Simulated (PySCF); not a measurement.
# C₃⁺: relaxation and vibrations of the doublet

The task is one start of a wider search on C₃⁺: the doublet, from a obtuse triangle start. It is relaxed, tested by its Hessian and followed downhill if it is a saddle.

Program: PySCF 2.14.0. Level of theory: PBE0, basis C def2-TZVP, no relativity, density fitting. These are calculated values, not measurements.

## (1) The starting structure

3 atoms, charge 1, spin multiplicity 2.

Bond lengths: C1–C2 1.476 Å, C1–C3 1.476 Å. Angles: C2–C1–C3 104.9°.

```xyz
3
charge 1 multiplicity 2
C     0.0000    0.0000    0.0000
C     1.1700    0.9000    0.0000
C    -1.1700    0.9000    0.0000
```

## (2) First SCF at the start

One driver script runs all steps and calls PySCF; scf.py shows how it sets up the SCF of each step. The optimiser is the driver's own. After this first run the driver tries any further starts and a stability analysis.

The input, scf.py:

```python
from pyscf import gto, scf, dft
mol = gto.M(atom='''
C      0.000000     0.000000     0.000000
C      1.170000     0.900000     0.000000
C     -1.170000     0.900000     0.000000''',
    basis={'C': 'def2-TZVP'},
    charge=1, spin=1)
mf = dft.UKS(mol, xc='PBE0')
mf.grids.atom_grid = (50, 194)
aux = {'C': 'def2-universal-JKFIT'}
mf = mf.density_fit(auxbasis=aux)
mf.conv_tol = 1e-08
mf.diis_space = 10
mf.max_cycle = 60
mf.init_guess = 'minao'
mf.verbose = 4
mf.kernel()
```

Run with:

```
OMP_NUM_THREADS=2 python axn.py task.json out
```

What it wrote:

```text
init E= -113.779752165154
[... the frontier-level lines of each cycle are left out ...]
cycle= 1 E= -113.355475208813  delta_E= 0.424  |g|= 0.32  |ddm|= 1.05
cycle= 2 E= -113.317592964287  delta_E= 0.0379  |g|= 0.445  |ddm|= 0.573
cycle= 3 E= -113.41011870672  delta_E= -0.0925  |g|= 0.205  |ddm|= 0.364
cycle= 4 E= -113.432402608071  delta_E= -0.0223  |g|= 0.0145  |ddm|= 0.118
cycle= 5 E= -113.432743041177  delta_E= -0.00034  |g|= 0.00637  |ddm|= 0.0292
cycle= 6 E= -113.432844473577  delta_E= -0.000101  |g|= 0.00331  |ddm|= 0.0148
cycle= 7 E= -113.432886669505  delta_E= -4.22e-05  |g|= 0.0011  |ddm|= 0.0122
cycle= 8 E= -113.432893057581  delta_E= -6.39e-06  |g|= 0.000497  |ddm|= 0.00469
cycle= 9 E= -113.432894753999  delta_E= -1.7e-06  |g|= 0.000315  |ddm|= 0.00211
cycle= 10 E= -113.432895789303  delta_E= -1.04e-06  |g|= 0.000144  |ddm|= 0.00218
cycle= 11 E= -113.432896014952  delta_E= -2.26e-07  |g|= 2.59e-05  |ddm|= 0.00142
cycle= 12 E= -113.43289601819  delta_E= -3.24e-09  |g|= 5.84e-06  |ddm|= 0.000164
Extra cycle  E= -113.432896018225  delta_E= -3.52e-11  |g|= 7.86e-06  |ddm|= 1.07e-05
converged SCF energy = -113.432896018225  <S^2> = 0.79157802  2S+1 = 2.0411546
```

This step, with its further starts and checks, took 22 s on 2 threads of Arm Neoverse N1, shared host.

Energies from each starting density:

| start | energy (Eh) |
| --- | --- |
| the minimal-basis guess | -113.432896 |
| a thermally smeared density | -113.432896 |
| a smeared PBE density | -113.432896 |

This is not the lowest solution: one lies 6.8 kJ/mol lower, at -113.43547 Eh, and the relaxation starts from that.

## (3) Relaxing the doublet from the obtuse triangle start

The program finds C2v symmetry in the start, which this walk keeps. The walk stops when the largest gradient is under 0.0003 Eh/bohr and the energy has settled too.

scf.py: that of step 2 with these lines changed.

```diff
@@ -3,3 +3,3 @@
-C      0.000000     0.000000     0.000000
-C      1.170000     0.900000     0.000000
-C     -1.170000     0.900000     0.000000''',
+C      0.000000    -0.600000     0.000000
+C      1.170000     0.300000     0.000000
+C     -1.170000     0.300000     0.000000''',
@@ -15 +14,0 @@
-mf.init_guess = 'minao'
```

The optimiser's trace:

| step | energy (Eh) | change (kJ/mol) | largest symmetric gradient (Eh/bohr) |
| --- | --- | --- | --- |
| 0 | -113.435468 | 0.00 | 0.14166 |
| 1 | -113.485955 | -132.55 | 0.00703 |
| 2 | -113.486140 | -133.04 | 0.00476 |
| 3 | -113.486259 | -133.35 | 0.06047 |
| 4 | -113.487891 | -137.64 | 0.02118 |
| 5 | -113.490004 | -143.18 | 0.02450 |
| 6 | -113.492436 | -149.57 | 0.02974 |
| 7 | -113.495212 | -156.86 | 0.03353 |
| 8 | -113.498319 | -165.01 | 0.03600 |
| 9 | -113.501838 | -174.25 | 0.03979 |
| 10 | -113.508638 | -192.11 | 0.04311 |
| 11 | -113.510258 | -196.36 | 0.03917 |
| 12 | -113.511966 | -200.85 | 0.00228 |
| 13 | -113.511978 | -200.88 | 0.00154 |
| 14 | -113.511985 | -200.89 | 0.00005 |

The walk took 39 s.

After 14 steps and 200.9 kJ/mol it ends at C2v: C–C 1.323 Å (×2), C–C 1.405 Å; C–C–C 57.9° (×2), C–C–C 64.1°.

## (4) Is it a minimum? Harmonic modes

The point is checked on the finer grid, and tightened if its gradient asks for it. The Hessian and the dipole derivatives come from central differences of analytic gradients, with steps of 0.02 bohr.

scf.py: that of step 3 with these lines changed.

```diff
@@ -3,3 +3,3 @@
-C      0.000000    -0.600000     0.000000
-C      1.170000     0.300000     0.000000
-C     -1.170000     0.300000     0.000000''',
+C      0.000000    -0.747473     0.000000
+C      0.702467     0.373736     0.000000
+C     -0.702467     0.373736     0.000000''',
@@ -9 +9 @@
-mf.grids.atom_grid = (50, 194)
+mf.grids.atom_grid = (75, 302)
@@ -12 +12 @@
-mf.conv_tol = 1e-08
+mf.conv_tol = 1e-10
```

The driver hands on the density of the step before, so the log starts near convergence.

SCF at the final geometry:

```text
init E= -113.511987368476
[... the frontier-level lines of each cycle are left out ...]
cycle= 1 E= -113.511987368405  delta_E= 7.05e-11  |g|= 1.42e-05  |ddm|= 1.31e-05
cycle= 2 E= -113.51198736807  delta_E= 3.35e-10  |g|= 2.92e-05  |ddm|= 2.59e-05
cycle= 3 E= -113.511987368517  delta_E= -4.47e-10  |g|= 7.9e-07  |ddm|= 1.74e-05
cycle= 4 E= -113.511987368518  delta_E= -8.81e-13  |g|= 7.72e-07  |ddm|= 1.44e-06
Extra cycle  E= -113.511987368518  delta_E= -5.68e-13  |g|= 1.28e-06  |ddm|= 1.73e-06
converged SCF energy = -113.511987368518  <S^2> = 1.268027  2S+1 = 2.4641648
```

The whole step took 34 s.

Geometry: C2v; C–C 1.323 Å (×2), C–C 1.405 Å; C–C–C 57.9° (×2), C–C–C 64.1°.

Modes, for the most abundant isotopes:

```csv
symmetry,ω (cm⁻¹),IR (km/mol)
a1,987,3.7
b2,1286,0.1
a1,1667,9.6
```

All wavenumbers are real: a minimum.

Constants and moments:

```
Dipole moment about the centre of mass                          : 0.50 D
Highest occupied level                                          : -17.47 eV
Lowest empty level                                              : -13.06 eV
Rotational constants                                            : 1.676, 1.423, 0.7698 cm⁻¹
Zero-point energy                                               : 23.6 kJ/mol
Principal polarisabilities                                      : 13.9, 22.9, 26.4 bohr³
Principal traceless quadrupole moments about the centre of mass : -1.74, 0.14, 1.60 D Å
Entropy at 298.15 K and 1 bar (electronic part: spin only)      : 235.3 J/(mol K)
Heat capacity Cp at 298.15 K                                    : 35.7 J/(mol K)
Enthalpy at 298.15 K above 0 K                                  : 10.06 kJ/mol
Rotational symmetry number                                      : 2
Spin squared ⟨S²⟩                                               : 1.268
```

Charges (e) and bond orders:

| atom | Mulliken | Löwdin | polar tensor | spin (Mulliken) | Mayer order to C1 |
| --- | --- | --- | --- | --- | --- |
| C1 | 0.36 | 0.31 | 0.26 | -0.48 | – |
| C2,3 | 0.32 | 0.35 | 0.37 | 0.74 | 1.63 |

Outer orbital energies (eV). α occupied: -291.09, -290.06, -36.69, -24.69, -22.99, -20.64, -19.72, -17.47; empty: -12.91, -10.11, -8.56, -3.36. β occupied: -290.63, -290.61, -290.37, -36.44, -23.14, -22.98, -20.48, -18.23; empty: -13.06, -12.54, -8.95, -8.86.

Mulliken populations on C1: s 3.31, p 2.24, d 0.08, f 0.01.

## (5) Outcome

| quantity | value |
| --- | --- |
| minimum | doublet, C2v |
| geometry | C–C 1.323 Å (×2), C–C 1.405 Å; C–C–C 57.9° (×2), C–C–C 64.1° |
| wavenumbers (cm⁻¹) | 987 (a1), 1286 (b2), 1667 (a1) |
| dipole moment (centre of mass) | 0.50 D |
| highest occupied, lowest empty level (either spin) | -17.47, -13.06 eV |
| polar-tensor charge of C1 | +0.26 e |
| zero-point energy | 23.6 kJ/mol |
| entropy at 298.15 K | 235.3 J/(mol K) |
| ⟨S²⟩ | 1.268 |

In words: The obtuse triangle start keeps its C2v symmetry and ends in a minimum. The determinant is spin-contaminated (⟨S²⟩ = 1.27 against 0.75), so it is no pure spin state. In the infrared the band at 1667 cm⁻¹ (a1) leads. The first SCF alone would have been 7 kJ/mol too high. Other starts or spin states, not run here, may lie lower.

The search up to here took 95 s.
